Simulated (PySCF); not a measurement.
Method: PySCF with B3LYP-D3(BJ)/def2-TZVP. Gas-phase values, no solvent. B3LYP has the VWN-RPA correlation part, as in Gaussian. 

Reference species (SMILES): `[F]` (neutral, multiplicity 2).

- dipole moment: 0.00 D

Changed species: `[F][Ga][F]` (radical fragment; the reference has radical fragment).

Question: Predict the effect on the dipole moment.

Answer: the dipole moment rises by 2.49 D, to 2.49 D.
